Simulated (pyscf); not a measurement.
`[CH2][C](=[CH2])[NH2]` [doublet] → `[CH2][C]([CH3])=[NH]` [doublet], a hydrogen shift (doublet surface; H–N broken, C–H formed). Single points on ωB97X-D3(BJ)/def2-SVP structures (PySCF, gas phase). Energies in kcal/mol from the reactant's lowest minimum found.

Small-basis levels: PySCF, no dispersion term, spherical d functions. AM1 to PM7: differences of heats of formation from MOPAC. GFN2-xTB: tblite. Open shells are spin-unrestricted. 

```json
[
 {"level": "MP2/6-31G*", "barrier": "54.4", "reaction energy": "-3.7"},
 {"level": "B3LYP/3-21G", "barrier": "53.6", "reaction energy": "-0.9"},
 {"level": "B3LYP/LANL2DZ", "barrier": "57.5", "reaction energy": "+2.4"},
 {"level": "B3LYP/6-31G*", "barrier": "53.2", "reaction energy": "-4.2"},
 {"level": "B3LYP/6-311+G**", "barrier": "54.5", "reaction energy": "-0.2"},
 {"level": "B3LYP/def2-SVP", "barrier": "54.2", "reaction energy": "-0.4"},
 {"level": "GFN2-xTB", "barrier": "45.6", "reaction energy": "-0.8"},
 {"level": "PM3", "barrier": "53.8", "reaction energy": "+1.2"},
 {"level": "PM6", "barrier": "56.2", "reaction energy": "+6.2"},
 {"level": "ωB97M-D3(BJ)/def2-TZVP", "barrier": "54.8", "reaction energy": "-0.9"}
]
```

Against the last row the barrier runs from -9.2 (GFN2-xTB) to +2.7 kcal/mol (B3LYP/LANL2DZ). ωB97M-D3(BJ)/def2-TZVP has limits of its own. From the product side, H₂C=C=NH + CH₃• lies, by one bond made or cut, 13.5 kcal/mol under this saddle at ωB97M-D3(BJ). This is the saddle that the search found; another between the same sides may lie lower.
